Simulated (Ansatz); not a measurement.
# CF4 (singlet): the correlation ladder, 6-31G

An exercise on one series of results from a longer session: the logs are not shown, and one member is left open.

Method: 6-31G, core rule «outside noble gas», up to 5 orbitals frozen; program: Ansatz 0.2.0, Gaussian basis.

To be run: UHF; CCSD(T) on RHF; BCCD(T) on RHF; CISD; CCSDT(Q) on RHF; CASSCF and MRCISD+Q, 8 electrons in 8 orbitals; CASSCF and NEVPT2, 8 electrons in 8 orbitals.

13 further runs of the same task are left out: 13 set aside as unsound or not needed.

### What is computed

The geometry is an MP2(full)/6-31G* stationary point (not a proven minimum).

5 atoms, charge 0, spin multiplicity 1.

Atoms are counted from 1 here; the program's logs count them from 0.

Bond lengths: C1–F2 1.329 Å, C1–F3 1.329 Å, C1–F4 1.329 Å, C1–F5 1.329 Å. Angles: F2–C1–F3 109.5°, F2–C1–F4 109.5°, F2–C1–F5 109.5°, F3–C1–F4 109.5°, F3–C1–F5 109.5°, F4–C1–F5 109.5°.

The first run:

in.yaml reads:

```yaml
crystal:
  periodic: [false, false, false]
  atoms:
    - {symbol: C, position_ang: [0.000000, 0.000000, 0.000000]}
    - {symbol: F, position_ang: [0.767436, 0.767436, 0.767436]}
    - {symbol: F, position_ang: [-0.767436, -0.767436, 0.767436]}
    - {symbol: F, position_ang: [-0.767436, 0.767436, -0.767436]}
    - {symbol: F, position_ang: [0.767436, -0.767436, -0.767436]}
basis:
  gaussian: {orbitals: 6-31G}
magnetization: {spin_polarized: true, initial_magnetization: 0}
hamiltonian: {xc: hf}
output: {orbitals: {seedname: orbitals}}
```

The run is started by

```
$ ansatz run in.yaml --threads 1 --pin off --events-out ev --progress --plain --max-ram 4096MiB --backend cpu
```

Steps of the session up to this table: UHF; CCSD(T) on RHF; BCCD(T) on RHF; CISD; CCSDT(Q) on RHF; CASSCF and MRCISD+Q, 8 electrons in 8 orbitals; CASSCF and NEVPT2, 8 electrons in 8 orbitals.

One table of the session follows, with a row left open; its other results are not shown here.

| method | from RCCSDT(Q) (kcal/mol) |
| --- | --- |
| RHF | +366.03 |
| RMP2 | +8.12 |
| CISD | +49.09 |
| RCCSD | +8.13 |
| RCCSD(T) | +1.36 |
| BCCD(T) | ? |
| RCCSDT | +1.03 |
| RCCSDT(Q) | 0 |
| CASSCF frontier | +298.69 |
| NEVPT2 frontier | +7.76 |
| MRCISD frontier | +35.14 |
| MRCISD+Q frontier | +9.34 |

Estimate the missing values for BCCD(T).

The run gave: from RCCSDT(Q) (kcal/mol): +1.11. In the column «from RCCSDT(Q) (kcal/mol)» it lies between RCCSDT (+1.03) and RCCSD(T) (+1.36).

With the free atoms at the same levels and basis (separate runs), the atomisation energy is 15.458 eV at RCCSDT(Q), 15.417 eV at RCCSD(T), 9.934 eV at RHF.
